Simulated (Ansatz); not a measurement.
# H₂OSSi: one structure at several levels

A test off equilibrium: a structure displaced at random from a GFN2-xTB minimum is computed at several levels, and each is set against CCSD(T).

Computed with Ansatz 0.2.0, Gaussian basis. Level: single points in def2-TZVPP.

Correlated methods freeze the cores.

**1. The system as given**

5 atoms, charge 0, spin multiplicity 1.

Atoms are counted from 1 here; the program's logs count them from 0.

Bond lengths: O1–Si2 1.575 Å, O1–H4 1.262 Å, Si2–S3 1.979 Å, Si2–H5 1.648 Å. Angles: Si2–O1–H4 134.5°, O1–Si2–S3 125.4°, O1–Si2–H5 104.3°, S3–Si2–H5 130.1°.

Geometry (Å):

```mol
H2OSSi
  3D, bonds by distance, orders not assigned

  5  4  0  0  0  0  0  0  0  0999 V2000
   -0.3839   -0.0079   -0.9531 O   0  0
    0.2856    0.2372    0.4517 Si  0  0
    1.6030    1.6554    0.8628 S   0  0
   -1.0396   -0.9558   -1.4675 H   0  0
   -0.2666   -1.0012    1.3884 H   0  0
  1  2  8  0
  1  4  8  0
  2  3  8  0
  2  5  8  0
M  END
```

**2. CCSD(T)/def2-TZVPP**

Input file run/in.yaml:

```yaml
crystal:
  periodic: [false, false, false]
  atoms:
    - {symbol: O, position_ang: [-0.383900, -0.007900, -0.953100]}
    - {symbol: Si, position_ang: [0.285600, 0.237200, 0.451700]}
    - {symbol: S, position_ang: [1.603000, 1.655400, 0.862800]}
    - {symbol: H, position_ang: [-1.039600, -0.955800, -1.467500]}
    - {symbol: H, position_ang: [-0.266600, -1.001200, 1.388400]}
basis:
  gaussian: {orbitals: def2-TZVPP}
correlation: {method: ccsd_t}
output: {forces: true}
```

No record of the launch command was kept for these runs.

**3. PBE0-D4/def2-TZVPP**

Edit run/in.yaml of step 2 so:

```diff
@@ -10,3 +10,3 @@
   gaussian: {orbitals: def2-TZVPP}
-correlation: {method: ccsd_t}
-output: {forces: true}
+hamiltonian: {xc: pbe0, dispersion: d4}
+output: {forces: true, orbitals: {seedname: orbitals}}
```

**4. wB97M-V/def2-TZVPP**

Edit run/in.yaml of step 3 so:

```diff
@@ -10,3 +10,3 @@
   gaussian: {orbitals: def2-TZVPP}
-hamiltonian: {xc: pbe0, dispersion: d4}
-output: {forces: true, orbitals: {seedname: orbitals}}
+hamiltonian: {xc: {name: wB97M-V}}
+output: {forces: true}
```

**5. r2SCAN-D4/def2-TZVPP**

Edit run/in.yaml of step 4 so:

```diff
@@ -10,3 +10,3 @@
   gaussian: {orbitals: def2-TZVPP}
-hamiltonian: {xc: {name: wB97M-V}}
+hamiltonian: {xc: r2scan, dispersion: d4}
 output: {forces: true}
```

**6. PBE-D4/def2-TZVPP**

Edit run/in.yaml of step 5 so:

```diff
@@ -10,3 +10,3 @@
   gaussian: {orbitals: def2-TZVPP}
-hamiltonian: {xc: r2scan, dispersion: d4}
+hamiltonian: {xc: pbe, dispersion: d4}
 output: {forces: true}
```

**7. revPBE-D4/def2-TZVPP**

Edit run/in.yaml of step 6 so:

```diff
@@ -10,3 +10,3 @@
   gaussian: {orbitals: def2-TZVPP}
-hamiltonian: {xc: pbe, dispersion: d4}
+hamiltonian: {xc: {name: revPBE}, dispersion: d4}
 output: {forces: true}
```

**8. B97M-V/def2-TZVPP**

Edit run/in.yaml of step 7 so:

```diff
@@ -10,3 +10,3 @@
   gaussian: {orbitals: def2-TZVPP}
-hamiltonian: {xc: {name: revPBE}, dispersion: d4}
+hamiltonian: {xc: {name: B97M-V}}
 output: {forces: true}
```

(Steps that only read results are left out.)

**Question.** What will these runs give? Wanted: energy less free atoms, CCSD(T)/def2-TZVPP; RMS force component; RMS force error; HOMO and LUMO, PBE0-D4; T1 diagnostic.

As calculated:

```
                                  quantity                                                                                            value
energy less free atoms, CCSD(T)/def2-TZVPP                                                                                  -356.2 kcal/mol
                       RMS force component                                                             2.502 to 2.702 eV/Å over the methods
                           RMS force error  PBE0-D4 0.141, wB97M-V 0.146, r2SCAN-D4 0.142, PBE-D4 0.238, revPBE-D4 0.288, B97M-V 0.237 eV/Å
                    HOMO and LUMO, PBE0-D4                                                                               -7.11 and -2.15 eV
                             T1 diagnostic                                                                                            0.017
```

In words: Against CCSD(T) the functionals' energies less atoms differ by -25.7 to -9.3 kcal/mol, PBE-D4 by -25.7 kcal/mol. CCSD(T) in triple zeta still lacks some correlation energy of the bonds, so part of these gaps is its own basis error and they don't rank the functionals. On forces the order runs from PBE0-D4 to revPBE-D4. Frozen-core CCSD(T) forces in triple zeta carry basis errors of their own, and this is one geometry, so small gaps rank nothing.
